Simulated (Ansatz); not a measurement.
System: hcp Tl. Method: revPBE in Ansatz (PAW).

Numerical settings: plane-wave cutoff 520 eV, 18×18×10 k mesh (along the axes of the cell as run), Fermi–Dirac smearing 0.05 eV, scalar-relativistic PAW data made under PBE.

Computed points:

```csv
V (Å³/atom),E − E_lowest (meV/atom),P (GPa)
31.713,3.85,0.976
32.373,0.92,0.456
33.034,0.00,0.001
33.695,0.83,-0.397
34.355,3.21,-0.747
```

Problem. Estimate the bulk modulus from the pressures at 32.373 and 33.695 Å³/atom, and compare it with a fit to all energies.

Solution. B = −V dP/dV. Between V = 32.373 and 33.695 Å³/atom, dP/dV = (-0.397 − (0.456))/(33.695 − 32.373) = -0.645 GPa per Å³/atom; at the midpoint 33.034 Å³/atom this gives B ≈ 21.3 GPa. The third-order Birch–Murnaghan fit gives V0 = 33.036 Å³/atom, B0 = 21.3 GPa, B′ = 5.6, which lies within 1 % of that estimate.

Shape and atoms are relaxed at each volume.

Measured, for comparison: bulk modulus 37.4 GPa (copied from a table, unchecked, extrapolated to 0 K and zero-point effects removed; as tabulated in Lejaeghere et al. (2013), arXiv:1204.2733). Computed (rounded) less measured: bulk modulus not scored (unchecked).

Note: the cell is over a tenth larger than the published one: the level's own overestimate first of all, though another phase or state, or a fault of the published cell, is possible; the bulk modulus comes from volumes at which shape and atoms were relaxed.

Spin–orbit coupling is not included; it can shift volumes and moduli of such heavy elements.

The result took roughly 3 core-minutes.

Ansatz is a quantum-chemistry and plane-wave program.
